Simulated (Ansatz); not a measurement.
Rhombohedral A7 As was calculated with PBEsol in Ansatz (plane waves, PAW).

Run with plane-wave cutoff 520 eV, 20×20×20 k mesh, Fermi–Dirac smearing 0.073 eV (set by the program), scalar-relativistic PAW data made under PBE.

Cell (measured lattice):

```cif
data_As6
_chemical_formula_sum 'As6'
_space_group_name_H-M_alt 'R-3m :H'
_space_group_IT_number 166
_space_group_name_Hall '-R 3 2"'
_cell_length_a 3.75990
_cell_length_b 3.75990
_cell_length_c 10.54580
_cell_angle_alpha 90.000
_cell_angle_beta 90.000
_cell_angle_gamma 120.000
loop_
_atom_site_label
_atom_site_type_symbol
_atom_site_symmetry_multiplicity
_atom_site_Wyckoff_symbol
_atom_site_fract_x
_atom_site_fract_y
_atom_site_fract_z
_atom_site_occupancy
As1 As 6 c 0.00000 0.00000 0.22802 1
```
(The calculation used a cell of 2 atoms; values per cell refer to that cell.)

Q: What does this level give for the elastic constant C44, elastic constant C11, Young modulus, polycrystal shear modulus (Hill average), elastic constant C12, elastic constant C13, elastic constant C33 and elastic constant C66?

A: 
* **elastic constant C44**: 36.9 GPa
* **elastic constant C11**: 125 GPa
* **Young modulus**: 69.6 GPa
* **polycrystal shear modulus (Hill average)**: 28.2 GPa
* **elastic constant C12**: 41.6 GPa
* **elastic constant C13**: 30.2 GPa
* **elastic constant C33**: 33.3 GPa
* **elastic constant C66**: 41.7 GPa

Note: the cell isn't this level's own, so it is under some stress, which shifts stiffness and frequencies.

Elastic constants are with the ions relaxed.

Static lattice: no zero-point or thermal effects.

Ansatz is an electronic-structure program.
